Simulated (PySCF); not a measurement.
C₄H₁₀N₂.
Numbering: `[H]/[N:6]=[CH:5]/[C@@H:3]([NH:2][CH3:1])[CH3:4]` (hydrogens: H7, H8, H9 on C1; H10 on N2; H11 on C3; H12, H13, H14 on C4; H15 on C5; H16 on N6)

Level of theory: TDDFT PBE0/def2-SVPD, vertical, gas phase, core orbitals frozen in the response in PySCF 2.14.0, density-fitted response routines. The structure is a single GFN2-xTB conformer in the gas phase; no vibrational or solvent corrections. Torsions of this conformer, `[H]/[N:6]=[CH:5]/[C@@H:3]([NH:2][CH3:1])[CH3:4]`: C1–N2–C3–C4 163°, N2–C3–C5–N6 -11°.

Question: Predict the UV-vis stick spectrum at this level.

Answer: 

```
state  E (eV)  ν̃ (cm⁻¹)       f  |μ| (D)  main configurations (H = HOMO, L = LUMO)
   S1    4.72      38040  0.0022     0.35                                 H→L (95%)
   S2    5.46      44060  0.0006     0.17                               H-1→L (94%)
   S3    6.01      48440  0.0048     0.46                               H→L+1 (94%)
   S4    6.61      53280  0.0070     0.53                   H→L+2 (87%), H→L+4 (8%)
   S5    6.77      54600  0.0025     0.31                  H→L+4 (54%), H→L+3 (37%)
   S6    6.91      55690   0.031     1.09                  H→L+3 (54%), H→L+4 (31%)
```

Triplets, Tamm–Dancoff:

```json
{"state": "T1", "E (eV)": "4.33", "λ (nm)": "286.6", "main configurations (H = HOMO, L = LUMO)": "H→L (51%), H-1→L (46%)"}
{"state": "T2", "E (eV)": "4.86", "λ (nm)": "255.0", "main configurations (H = HOMO, L = LUMO)": "H-1→L (50%), H→L (45%)"}
```

The lowest singlet lies at 4.72 eV (263 nm, ultraviolet) and is very weak; its leading configuration is HOMO→LUMO (95%). The strongest level in the table is S6 at 6.91 eV (180 nm, f = 0.031). It is the last of those listed, so stronger ones may follow. Löwdin shares by element: HOMO nitrogen 57% or more, carbon 24% or more (atoms not listed hold the other 19%); LUMO carbon 42% or more, nitrogen 35% or more, hydrogen 6% or more (atoms not listed hold the other 16%). Of the 6 states listed, 1 reaches f = 0.01 and none stays under 0.0005. The listed states span 2.19 eV, and the widest gap between neighbours is 0.75 eV (S1 to S2). The oscillator strengths of these states sum to 0.048; summed over the whole spectrum of an exact calculation they would give the number of electrons, 48 (Thomas–Reiche–Kuhn). No computed singlet lies in the visible range (380 to 750 nm); the lowest, at 263 nm, stands 1.45 eV above its violet end (3.26 eV). Singlets were solved by full linear response, triplets in the Tamm–Dancoff approximation.
